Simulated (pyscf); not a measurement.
Thermochemistry of product channels of `[Cl][Ga]([Cl])[Cl]` + `[FH]` on the singlet surface, in kcal/mol, from CCSD(T)/def2-TZVPP + ΔMP2(QZVPP) energies (ideal gas, 1 atm, RRHO with modes under 100 cm⁻¹ raised to 100, one conformer, R ln 2 for chiral ones without a mode under 150 cm⁻¹). Structures and frequencies: ωB97X-D3(BJ)/def2-SVP in PySCF. MP2 and CC: frozen core, UHF for open shells. ΔMP2 is the change of the MP2 total energy from the triple- to the quadruple-zeta basis.

```tsv
products	ΔE	ΔH(298 K)	ΔG(298 K)	ΔG(600 K)
`[F][Cl]` + `[Cl][GaH][Cl]`	+97.3	+95.4	+94.0	+92.9
`[ClH]` + `[F][Ga]([Cl])[Cl]`	+8.5	+7.3	+6.5	+5.7
```

These are energies of the channels, which say nothing of barriers. The CCSD(T) − MP2 part came from Ansatz, without density fitting, on the same reference. The frozen core leaves the outer d or s,p core shells of the metals and heavy elements correlated in the MP2 and CC values, and def2-TZVPP describes them poorly, which can shift differences by a few kcal/mol. Elements up to Kr have no core potential and no relativistic terms here.
